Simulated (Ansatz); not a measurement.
C3H4FN, SMILES `C=NC(=C)F`, 9 atoms. The species carries charge 0 and has multiplicity 1. All runs use 2 threads of an Intel Xeon Platinum 8259CL on a shared host. Correlated methods freeze the cores.

**Question.** How many basis functions does each run have, and how long does it take in Ansatz? RKS PBE0-D4/def2-TZVPP energy; RHF-CCSD(T)/def2-SVP energy; RHF-CCSD(T)/def2-TZVPP energy; direct RPA on PBE orbitals/def2-TZVPP energy; RKS B2PLYP (frozen core)/def2-TZVPP energy; RKS ωB97M-V/def2-SVP energy; RKS PBE0-D4/def2-QZVPP energy; RKS ωB97M-V/def2-QZVPP energy; RKS PBE0-D4/def2-SVP energy; RKS B3LYP-D4/def2-TZVPP energy and forces; RKS revPBE-D4/def2-TZVPP energy; RHF-MP2/def2-QZVPP energy. (An estimate is asked.)

**Answer.** The calculation gave: Other jobs shared the machine, so times are rough.

```
                                level                job  functions  wall time  peak host memory (GiB)
             RKS revPBE-D4/def2-TZVPP             energy        211      2.3 s                    0.23
                 RKS PBE0-D4/def2-SVP             energy         90      2.6 s                    0.17
               RKS PBE0-D4/def2-TZVPP             energy        211      4.5 s                    0.39
                 RKS ωB97M-V/def2-SVP             energy         90        6 s                    0.25
direct RPA on PBE orbitals/def2-TZVPP             energy        211      6.5 s                    0.43
                 RHF-CCSD(T)/def2-SVP             energy         90      6.5 s                    0.37
              RKS B3LYP-D4/def2-TZVPP  energy and forces        211      6.5 s                    0.45
  RKS B2PLYP (frozen core)/def2-TZVPP             energy        211        7 s                    0.47
               RKS PBE0-D4/def2-QZVPP             energy        405       10 s                       1
               RKS ωB97M-V/def2-QZVPP             energy        405       23 s                     1.2
                   RHF-MP2/def2-QZVPP             energy        405       25 s                       2
               RHF-CCSD(T)/def2-TZVPP             energy        211       98 s                     3.2
```

B3LYP here is the variant with VWN-RPA as its local correlation; programs differ in this.
